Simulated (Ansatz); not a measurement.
## CH$_{4}$O, singlet: cost against accuracy

Geometry (MP2(full)/6-31G*, from the G2/97 set):

```
atom    x (Å)    y (Å)    z (Å)
   C  -0.0267   0.7286   0.0000
   O  -0.0267  -0.6943   0.0000
   H  -1.0726   1.0340   0.0000
   H   0.8990  -0.9842   0.0000
   H   0.4576   1.1446   0.8918
   H   0.4576   1.1446  -0.8918
```

Measured, as an electronic atomization energy: 512.5 kcal/mol (G2/97 heats of formation of molecule and atoms, with zero-point and thermal terms from B3LYP taken off; Curtiss et al., J. Chem. Phys. 106, 1063 (1997), Staroverov et al., J. Chem. Phys. 119, 12129 (2003)). The measured value holds scalar relativity and spin–orbit coupling, which all computed ones lack, and core correlation, which the wave-function levels lack. Atoms are taken at the same level; beside RHF, RMP2 and RCC rows they are unrestricted. The atoms' steps beyond CCSDT(Q) are taken from restricted open-shell runs, which share full CI's core. Ansatz 0.2.0; the 6-31G* set has Cartesian d functions; a miss is computed less measured; times are wall times on shared hosts and scatter by a factor of two or so.

```json
{"level": "RHF", "basis": "cc-pVDZ", "miss (kcal/mol)": "-153.1", "time of the run": "0.21 s", "hardware": "1 CPU thread"}
{"level": "RMP2", "basis": "cc-pVDZ", "miss (kcal/mol)": "-36.8", "time of the run": "–", "hardware": "–"}
{"level": "RCCSD(T)", "basis": "cc-pVDZ", "miss (kcal/mol)": "-40.1", "time of the run": "0.45 s", "hardware": "1 CPU thread"}
{"level": "RCCSDT(Q)", "basis": "cc-pVDZ", "miss (kcal/mol)": "-39.7", "time of the run": "2.3 s", "hardware": "H100 + 5 CPU threads"}
{"level": "RCCSDTQ", "basis": "cc-pVDZ", "miss (kcal/mol)": "-39.7", "time of the run": "15 s", "hardware": "H100 + 5 CPU threads"}
{"level": "RHF", "basis": "cc-pVTZ", "miss (kcal/mol)": "-144.9", "time of the run": "0.6 s", "hardware": "1 CPU thread"}
{"level": "RMP2", "basis": "cc-pVTZ", "miss (kcal/mol)": "-7.6", "time of the run": "–", "hardware": "–"}
{"level": "RCCSD(T)", "basis": "cc-pVTZ", "miss (kcal/mol)": "-12.6", "time of the run": "2.1 s", "hardware": "H100 + 5 CPU threads"}
{"level": "RCCSDT(Q)", "basis": "cc-pVTZ", "miss (kcal/mol)": "-12.5", "time of the run": "11 s", "hardware": "H100 + 5 CPU threads"}
{"level": "RHF", "basis": "cc-pVQZ", "miss (kcal/mol)": "-143.8", "time of the run": "2 s", "hardware": "1 CPU thread"}
{"level": "RMP2", "basis": "cc-pVQZ", "miss (kcal/mol)": "0.8", "time of the run": "–", "hardware": "–"}
{"level": "RCCSD(T)", "basis": "cc-pVQZ", "miss (kcal/mol)": "-4.9", "time of the run": "2.3 s", "hardware": "H100 + 5 CPU threads"}
```

HF's time is that of a plain UHF run. A dash: the level came out of a higher level's run.

A composite of the best parts (restricted reference, at this geometry, which isn't the minimum of the high levels):

| part | kcal/mol |
| --- | --- |
| Hartree–Fock limit (T, Q; exp(−5.46 √X)) | 368.98 |
| CCSD(T) correlation limit (T, Q; X⁻³) | 143.72 |
| CCSDT − CCSD(T) (TZ) | -0.31 |
| (Q) (TZ) | 0.34 |
| CCSDTQ − CCSDT(Q) (DZ) | -0.03 |
| sum | 512.7 |
| sum less measured | 0.2 |
